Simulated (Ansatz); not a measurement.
Molecule: Si₂ (charge 0, triplet). SMILES: [Si]=[Si]
Structure (B3LYP-D3(BJ)/def2-TZVP (Ansatz, a program for electronic structure) minimum search):
```
Si
Si 1 2.2679
```
Charge 0, spin multiplicity 3.

Property: atomisation energy (electronic, to ground-state atoms), in kJ/mol. Cores are frozen in the correlated levels unless marked. Open shells are spin-unrestricted. No spin-orbit coupling. Non-relativistic. The coupled-cluster limit lacks core correlation, which all-electron functionals hold. CBS marks a two-point X^-3 extrapolation of the correlation energy; Hartree-Fock from the larger set (for Q and 5 zeta extrapolated as (X+1)exp(-9√X)). [CCSD(T)-MP2]/basis is that difference in the basis named.

```tsv
level	program	atomisation energy (kJ/mol)	minus last row
HF/def2-SVP	Ansatz	159.5	-157.8
BLYP-D4/def2-TZVPD	Ansatz + dftd4	333.0	15.7
PBE0-D4/def2-TZVPD	Ansatz + dftd4	328.8	11.5
PBE0/def2-QZVPP	Ansatz	322.8	5.5
HSE06-D3(BJ)/def2-TZVPD	Ansatz + dftd3	330.0	12.7
RPA@PBE/cc-pV(Q+d)Z	Ansatz	288.0	-29.3
MP2/CBS(cc-pV(T+d)Z,cc-pV(Q+d)Z)	Ansatz	312.3	-5.0
RI-MP2/cc-pV(T+d)Z	Ansatz	293.0	-24.3
RI-MP2/cc-pV(Q+d)Z	Ansatz	304.5	-12.8
SCS-MP2/cc-pV(5+d)Z	Ansatz	296.6	-20.7
CCSD/CBS(def2-TZVPPD,def2-QZVPPD)	Ansatz	298.7	-18.6
CCSD(T)/6-31G	Ansatz	212.0	-105.3
CCSD(T)/cc-pV(T+d)Z	Ansatz	296.2	-21.1
RI-MP2/CBS(def2-TZVPP,def2-QZVPP)+[CCSD(T)-MP2]/def2-QZVPP	Ansatz	316.0	-1.3
CCSD(T)/CBS(cc-pV(Q+d)Z,cc-pV(5+d)Z)	Ansatz	317.3	0.0
```
